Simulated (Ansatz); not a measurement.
**C₂H₆O₃: a ladder of functionals and wavefunction methods**

How much do the methods differ for C₂H₆O₃? The plan is to run it at one geometry with functionals of several rungs and with coupled cluster. The yardstick is the atomisation energy at the CCSD(T) limit.

Program: Ansatz 0.2.0, Gaussian basis. Level of theory: functionals in def2-TZVPP, the program's frozen cores in correlated methods. These are calculated values, not measurements.

The runs, in order: PBE-D4, r2SCAN-D4, PBE0-D4, B3LYP-D4, ωB97X-V, ωB97M-V, B2PLYP; CCSD(T)/def2-TZVPP; MP2/def2-QZVPP; extrapolation to the limit.

## Step 1: Structure used throughout

The geometry comes from an earlier relaxation with PBE0-D4 in a triple-zeta def2 set; it is a stationary point, not always the lowest conformer.

SMILES `OCOCO`, 11 atoms, charge 0, spin multiplicity 1.

Atoms are counted from 1 here; the program's logs count them from 0.

Bond lengths: O1–C2 1.393 Å, O1–H6 0.960 Å, C2–O3 1.408 Å, C2–H7 1.090 Å, C2–H8 1.096 Å, O3–C4 1.395 Å, C4–O5 1.399 Å, C4–H9 1.094 Å, C4–H10 1.094 Å, O5–H11 0.962 Å. Angles: C2–O1–H6 108.9°, O1–C2–O3 113.5°, O1–C2–H7 107.7°, O1–C2–H8 110.6°, O3–C2–H7 104.8°, O3–C2–H8 109.8°, H7–C2–H8 110.2°, C2–O3–C4 114.8°, O3–C4–O5 113.4°, O3–C4–H9 111.2°, O3–C4–H10 105.1°, O5–C4–H9 105.6°, O5–C4–H10 112.1°, H9–C4–H10 109.5°, C4–O5–H11 108.3°.

## Step 2: PBE-D4 (GGA)

The input, in.yaml:

```yaml
crystal:
  periodic: [false, false, false]
  atoms:
    - {symbol: O, position_ang: [-1.389823, 0.425782, 1.176030]}
    - {symbol: C, position_ang: [-0.743460, -0.714424, 0.704338]}
    - {symbol: O, position_ang: [0.647228, -0.552673, 0.558595]}
    - {symbol: C, position_ang: [1.029389, 0.488321, -0.288423]}
    - {symbol: O, position_ang: [0.528371, 0.359479, -1.588550]}
    - {symbol: H, position_ang: [-1.672891, 0.956018, 0.427175]}
    - {symbol: H, position_ang: [-0.856173, -1.494415, 1.456628]}
    - {symbol: H, position_ang: [-1.180730, -1.040585, -0.246326]}
    - {symbol: H, position_ang: [0.658226, 1.450382, 0.076067]}
    - {symbol: H, position_ang: [2.122847, 0.486620, -0.266408]}
    - {symbol: H, position_ang: [0.922315, -0.421606, -1.988428]}
basis:
  gaussian: {orbitals: def2-TZVPP}
hamiltonian: {xc: pbe, dispersion: d4}
output: {forces: true, orbitals: {seedname: orbitals}}
```

Started as:

```bash
ansatz run in.yaml --threads 4 --pin off --events-out ev --progress --plain --max-ram 10444MiB
```

The runs that follow: r2SCAN-D4 (meta-GGA); PBE0-D4 (hybrid); B3LYP-D4 (hybrid); ωB97X-V (range-separated); ωB97M-V (range-separated); B2PLYP (double hybrid); CCSD(T) in def2-TZVPP; MP2 in def2-QZVPP.

Q: Predict the results of all the runs planned. Wanted: atomisation energy, CCSD(T)/CBS; farthest; mean size of error, hybrid; mean size of error, range-separated; gap, smallest and largest; T1 diagnostic; triples share of the correlation energy.

**Answer**, as computed:

| quantity | value |
| --- | --- |
| atomisation energy, CCSD(T)/CBS | 1011.3 kcal/mol |
| functionals within 5.1 kcal/mol (0.5 %) | r2SCAN-D4, PBE0-D4, ωB97X-V, ωB97M-V |
| farthest | PBE-D4 (+26.8 kcal/mol) |
| mean size of error, hybrid | 4.0 kcal/mol |
| mean size of error, range-separated | 1.0 kcal/mol |
| gap, smallest and largest | 6.32 eV (PBE-D4), 13.33 eV (ωB97X-V) |
| T1 diagnostic | 0.0115 |
| triples share of the correlation energy | 3.6 % |

In words: PBE-D4 misses by +26.8 kcal/mol. Double hybrids carry the basis error of their MP2 part in triple zeta, and no dispersion term here, so their miss is partly the set-up's. The reference freezes the cores and leaves out relativity and excitations past (T), so misses under about 5.1 kcal/mol can't be ranked. Hartree-Fock recovers 68 % of the binding; the rest is correlation. The gap grows from 6.3 to 13.3 eV across the functionals, mostly with the share of exact exchange.
